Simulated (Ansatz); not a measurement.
Ansatz (an electronic-structure program) input (HF/6-31G*):

Ansatz 0.2 input:
```yaml
crystal:
  periodic: [false, false, false]
  atoms:
    - {symbol: C, position_ang: [0.13024566, 0.85108141, -0.45470947]}
    - {symbol: O, position_ang: [-0.00376065, -0.00303305, 0.86250643]}
    - {symbol: C, position_ang: [0.02493219, -0.64005001, -0.38613383]}
    - {symbol: H, position_ang: [-0.92028812, 1.20080584, -0.62002850]}
    - {symbol: H, position_ang: [-0.89689779, -1.18874982, -0.64519838]}
    - {symbol: H, position_ang: [0.91620393, -1.25398011, -0.58976473]}
basis:
  gaussian:
    orbitals: 6-31G*
hamiltonian:
  xc: {name: HF}
total_charge: -1
relax: {f_tol: 0.003, max_steps: 120}
```

Output:

```
Functional definition: HF
integrals: 0.01 GiB planned
570 factors; integrals over basis functions are off by at most 4.3e-4 eV
mean field: 0.08 GiB planned
mean field evaluation 1: about -4139.1670 eV, gradient 2.5e1 eV
mean field evaluation 2: about -4139.1667 eV, gradient 2.5e1 eV
mean field evaluation 4: about -4140.8590 eV, gradient 2.5e0 eV
mean field evaluation 8: about -4140.8905 eV, gradient 1.2e-1 eV
mean field -4140.89060171 eV, -152.1749228163 hartree, gradient 1.4e-5 eV, S^2 0.000000; 0 other end points of the search recorded, 0 dependent functions left out
the calculation of the forces begins
reference -4140.89060171 eV, -152.1749228163 hartree; 12, 12 occupied and 39, 39 virtual orbitals, 570 factors
relax step   1: F+E_penalty+E_count = -4140.89060171 eV  Δ(F+E_penalty+E_count) = +0.000e0 eV  max|allowed force component| = 1.038e0 eV/Å  Δτ_max = 0.0000 Å  (30 SCF iters, accepted)
these checks for a lower state are left out or cut short: starts, cluster_reference, orbital_swaps, neighbouring_geometries, increment
integrals: 0.01 GiB planned
570 factors; integrals over basis functions are off by at most 4.2e-4 eV
mean field: 0.08 GiB planned
mean field evaluation 16: about -4140.9086 eV, gradient 2.0e-5 eV
mean field -4140.90860935 eV, -152.1755845849 hartree, gradient 4.2e-5 eV, S^2 0.000000; 0 other end points of the search recorded, 0 dependent functions left out
the calculation of the forces begins
reference -4140.90860935 eV, -152.1755845849 hartree; 12, 12 occupied and 39, 39 virtual orbitals, 570 factors
relax step   2: F+E_penalty+E_count = -4140.90860935 eV  Δ(F+E_penalty+E_count) = -1.801e-2 eV  max|allowed force component| = 4.556e-1 eV/Å  Δτ_max = 0.0197 Å  (24 SCF iters, accepted)
these checks for a lower state are left out or cut short: starts, cluster_reference, orbital_swaps, neighbouring_geometries, increment
integrals: 0.01 GiB planned
570 factors; integrals over basis functions are off by at most 4.1e-4 eV
mean field: 0.08 GiB planned
mean field -4140.91295988 eV, -152.1757444639 hartree, gradient 4.2e-5 eV, S^2 0.000000; 0 other end points of the search recorded, 0 dependent functions left out
the calculation of the forces begins
reference -4140.91295988 eV, -152.1757444639 hartree; 12, 12 occupied and 39, 39 virtual orbitals, 570 factors
relax step   3: F+E_penalty+E_count = -4140.91295988 eV  Δ(F+E_penalty+E_count) = -4.351e-3 eV  max|allowed force component| = 1.172e-1 eV/Å  Δτ_max = 0.0154 Å  (24 SCF iters, accepted)
these checks for a lower state are left out or cut short: starts, cluster_reference, orbital_swaps, neighbouring_geometries, increment
integrals: 0.01 GiB planned
570 factors; integrals over basis functions are off by at most 4.1e-4 eV
mean field: 0.08 GiB planned
mean field -4140.91402770 eV, -152.1757837058 hartree, gradient 3.8e-5 eV, S^2 0.000000; 0 other end points of the search recorded, 0 dependent functions left out
the calculation of the forces begins
reference -4140.91402770 eV, -152.1757837058 hartree; 12, 12 occupied and 39, 39 virtual orbitals, 570 factors
relax step   4: F+E_penalty+E_count = -4140.91402770 eV  Δ(F+E_penalty+E_count) = -1.068e-3 eV  max|allowed force component| = 6.415e-2 eV/Å  Δτ_max = 0.0064 Å  (25 SCF iters, accepted)
these checks for a lower state are left out or cut short: starts, cluster_reference, orbital_swaps, neighbouring_geometries, increment
integrals: 0.01 GiB planned
570 factors; integrals over basis functions are off by at most 4.1e-4 eV
mean field: 0.08 GiB planned
mean field evaluation 32: about -4140.9143 eV, gradient 3.8e-5 eV
mean field -4140.91429370 eV, -152.1757934808 hartree, gradient 3.8e-5 eV, S^2 0.000000; 0 other end points of the search recorded, 0 dependent functions left out
the calculation of the forces begins
reference -4140.91429370 eV, -152.1757934808 hartree; 12, 12 occupied and 39, 39 virtual orbitals, 570 factors
relax step   5: F+E_penalty+E_count = -4140.91429370 eV  Δ(F+E_penalty+E_count) = -2.660e-4 eV  max|allowed force component| = 3.417e-2 eV/Å  Δτ_max = 0.0021 Å  (25 SCF iters, accepted)
these checks for a lower state are left out or cut short: starts, cluster_reference, orbital_swaps, neighbouring_geometries, increment
integrals: 0.01 GiB planned
570 factors; integrals over basis functions are off by at most 4.1e-4 eV
mean field: 0.08 GiB planned
mean field -4140.91437528 eV, -152.1757964788 hartree, gradient 3.9e-5 eV, S^2 0.000000; 0 other end points of the search recorded, 0 dependent functions left out
the calculation of the forces begins
reference -4140.91437528 eV, -152.1757964788 hartree; 12, 12 occupied and 39, 39 virtual orbitals, 570 factors
relax step   6: F+E_penalty+E_count = -4140.91437528 eV  Δ(F+E_penalty+E_count) = -8.158e-5 eV  max|allowed force component| = 1.648e-2 eV/Å  Δτ_max = 0.0019 Å  (25 SCF iters, accepted)
these checks for a lower state are left out or cut short: starts, cluster_reference, orbital_swaps, neighbouring_geometries, increment
integrals: 0.01 GiB planned
570 factors; integrals over basis functions are off by at most 4.1e-4 eV
mean field: 0.08 GiB planned
mean field -4140.91438571 eV, -152.1757968624 hartree, gradient 2.2e-5 eV, S^2 0.000000; 0 other end points of the search recorded, 0 dependent functions left out
the calculation of the forces begins
reference -4140.91438571 eV, -152.1757968624 hartree; 12, 12 occupied and 39, 39 virtual orbitals, 570 factors
relax step   7: F+E_penalty+E_count = -4140.91438571 eV  Δ(F+E_penalty+E_count) = -1.044e-5 eV  max|allowed force component| = 6.196e-3 eV/Å  Δτ_max = 0.0006 Å  (18 SCF iters, accepted)
these checks for a lower state are left out or cut short: starts, cluster_reference, orbital_swaps, neighbouring_geometries, increment
integrals: 0.01 GiB planned
570 factors; integrals over basis functions are off by at most 4.1e-4 eV
mean field: 0.08 GiB planned
mean field -4140.91438680 eV, -152.1757969024 hartree, gradient 8.2e-6 eV, S^2 0.000000; 0 other end points of the search recorded, 0 dependent functions left out
the calculation of the forces begins
reference -4140.91438680 eV, -152.1757969024 hartree; 12, 12 occupied and 39, 39 virtual orbitals, 570 factors
relax step   8: F+E_penalty+E_count = -4140.91438680 eV  Δ(F+E_penalty+E_count) = -1.088e-6 eV  max|allowed force component| = 1.587e-3 eV/Å  Δτ_max = 0.0002 Å  (17 SCF iters, accepted)
integrals: 0.01 GiB planned
570 factors; integrals over basis functions are off by at most 4.1e-4 eV
mean field: 0.08 GiB planned
mean field -4140.91438680 eV, -152.1757969024 hartree, gradient 8.2e-6 eV, S^2 0.000000; 1 other end points of the search recorded, 0 dependent functions left out
the calculation of the forces begins
reference -4140.91438680 eV, -152.1757969024 hartree; 12, 12 occupied and 39, 39 virtual orbitals, 570 factors
Total energy: -4140.91438680 eV, -152.1757969024 hartree
Atom 0 at     0.128324     0.845161    -0.446651 Å, force    -0.000220     0.000003    -0.000407 eV/Å
Atom 1 at    -0.004311     0.001732     0.836152 Å, force    -0.000009    -0.000093     0.000216 eV/Å
Atom 2 at     0.023955    -0.632760    -0.392174 Å, force     0.000180    -0.001587    -0.000194 eV/Å
Atom 3 at    -0.916145     1.193555    -0.609014 Å, force     0.000046    -0.000023     0.000085 eV/Å
Atom 4 at    -0.886207    -1.187879    -0.642372 Å, force    -0.000050     0.000990     0.000079 eV/Å
Atom 5 at     0.904820    -1.253735    -0.579269 Å, force     0.000053     0.000710     0.000220 eV/Å
Dipole moment:    -0.261880    -0.588435    -0.103772 e Å
```

The dipole moment of an ion depends on the origin.

The geometry given is a B3LYP-D3(BJ)/def2-TZVP minimum.
